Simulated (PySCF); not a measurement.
## Energy of Si (silicon, neutral) between two integer charges

The 3p alpha orbital of [Ne] 3s2 3p2 is emptied in steps (occupation f), with all orbitals relaxed, ending at [Ne] 3s2 3p1. Calculation: PySCF 2.14, in aug-cc-pVTZ-DK; the spin-free X2C one-electron Hamiltonian (Gaussian nucleus). The exact energy is a straight line in f; departures are measured from the line between the end points of the same method.

```tsv
f	UHF (eV)	LDA (eV)	PBE (eV)	PBE0 (eV)	r2SCAN (eV)	LC-wPBE (eV)	BHandHLYP (eV)	wB97X (eV)	BLYP (eV)	HSE06 (eV)
1	0.000	0.000	0.000	0.000	0.000	0.000	0.000	0.000	0.000	0.000
0.9	0.049	-0.331	-0.324	-0.233	-0.306	-0.008	-0.145	-0.030	-0.327	-0.268
0.7	0.112	-0.778	-0.760	-0.545	-0.713	-0.018	-0.340	-0.068	-0.769	-0.627
0.5	0.130	-0.933	-0.908	-0.648	-0.842	-0.018	-0.406	-0.078	-0.919	-0.746
0.3	0.106	-0.788	-0.762	-0.542	-0.698	-0.011	-0.341	-0.063	-0.774	-0.624
0.1	0.044	-0.339	-0.325	-0.230	-0.292	-0.003	-0.146	-0.027	-0.331	-0.266
0	0.000	0.000	0.000	0.000	0.000	0.000	0.000	0.000	0.000	0.000
```

For wB97X, how does the orbital energy at f = 1 compare with the removal energy?

−ε = 7.723 eV against a total-energy difference of 8.059 eV. By Janak's theorem ε = ∂E/∂f, so the gap between them reflects the curvature. Along the path −ε is 7.795 (f = 0.9), 7.941 (f = 0.7), 8.076 (f = 0.5), 8.189 (f = 0.3), 8.294 (f = 0.1) eV.

| method | E(f=0) − E(f=1) (eV) | −ε at f=1 (eV) | −ε at f=0.5 (eV) |
| --- | --- | --- | --- |
| UHF | 7.629 | 8.186 | 7.612 |
| LDA | 8.229 | 4.574 | 8.200 |
| PBE | 8.189 | 4.601 | 8.182 |
| PBE0 | 8.209 | 5.622 | 8.218 |
| r2SCAN | 8.314 | 4.912 | 8.356 |
| LC-wPBE | 8.294 | 8.200 | 8.312 |
| BHandHLYP | 7.973 | 6.360 | 7.973 |
| wB97X | 8.059 | 7.723 | 8.076 |
| BLYP | 7.936 | 4.317 | 7.920 |
| HSE06 | 8.197 | 5.220 | 8.204 |

Reference removal energy between the ground levels: 8.152 eV (measured; NIST Atomic Spectra Database, ionization energies). The calculation has no spin-orbit coupling. UHF lacks correlation.
